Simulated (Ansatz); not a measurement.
A calculation with Ansatz (development build ahead of 0.2.0).

```yaml
crystal:
  periodic: [false, false, false]
  atoms:
    - { symbol: C, position_ang: [0.0, 0.0, -1.43325] }
    - { symbol: C, position_ang: [0.0, 0.0, 0.0] }
    - { symbol: O, position_ang: [0.0, 0.0, 1.22745] }
basis:
  gaussian: { orbitals: def2-SVP }
magnetization:
  spin_polarized: true
  initial_magnetization: 2
hamiltonian:
  xc: hf
correlation:
  method: mp2
  frozen_orbitals: { C: 1, O: 1 }
scf:
  omitted_lower_state_checks: [starts, atomic_configurations, cluster_reference, orbital_swaps, given_window_search, neighbouring_geometries, increment]
```

The input is written out in the form of the current development build from the run's settings.

Results

| Item | Value |
| --- | --- |
| Converged | yes |
| Reference energy | -150.31544 hartree |
| Correlation energy | -0.38218 hartree |
| Total energy | -150.69762 hartree |
| Spin squared of the determinant | 2.081 |
| Stability test | minimum |
| Occupied orbitals by symmetry in an Abelian subgroup (alpha; beta) | 7 A1 2 B1 2 B2; 7 A1 1 B1 1 B2 |

Messages of the program:
```
mean field -4090.29158048 eV, -150.3154430833 hartree, gradient 2.2e-6 eV, S^2 2.081116; 0 other ends of a descent, 0 dependent functions left out
```
